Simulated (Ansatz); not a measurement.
**AlH2OF (SMILES [OH][AlH][F]): methods side by side**

AlH2OF: 5 atoms, total charge 0, spin state singlet. SMILES: `[OH][AlH][F]`. Geometry: a GFN2-xTB relaxation, a rough one for these elements and not checked as a minimum. This is one conformer, not always the lowest.

Quantity: the electronic atomisation energy, in eV. The values are calculated. Electronic energies at fixed atoms, without zero-point motion or spin-orbit coupling.

```tsv
level	kind	program	value (eV)	less FCI/STO-3G	CPU time (all runs)
HF/STO-3G	Hartree–Fock	Ansatz	13.88	-1.87	0.17 s
revPBE/STO-3G	GGA	Ansatz	19.73	+3.98	1.9 s
BHLYP/STO-3G	global hybrid	Ansatz	18.47	+2.72	1.5 s
r2SCAN0/STO-3G	hybrid meta-GGA	Ansatz	19.06	+3.31	4.6 s
CAM-B3LYP/STO-3G	range-separated hybrid	Ansatz	19.81	+4.06	2 s
wB97M-V/STO-3G	range-separated hybrid	Ansatz	19.94	+4.19	22 s
B2PLYP/STO-3G	double hybrid	Ansatz	18.14	+2.39	2.1 s
MP2/STO-3G	perturbation theory	Ansatz	15.45	-0.30	0.18 s
BCCD(T)/STO-3G	coupled cluster or CI	Ansatz	15.74	-0.01	0.44 s
FCI/STO-3G	exact in the basis	Ansatz	15.75	0.00	16 s
```

FCI/STO-3G is exact within its basis and frozen core, so for wave-function methods in that basis the difference is their error; functionals converge differently with the basis, so for them it is only a difference. The values span 13.88 to 19.94 eV. All rows use very small basis sets, so none should be taken for the real molecule's value. In so small a basis fixed costs decide the times, and correlated methods can beat functionals. CPU times are rough (shared hosts, several kinds of processor and program).
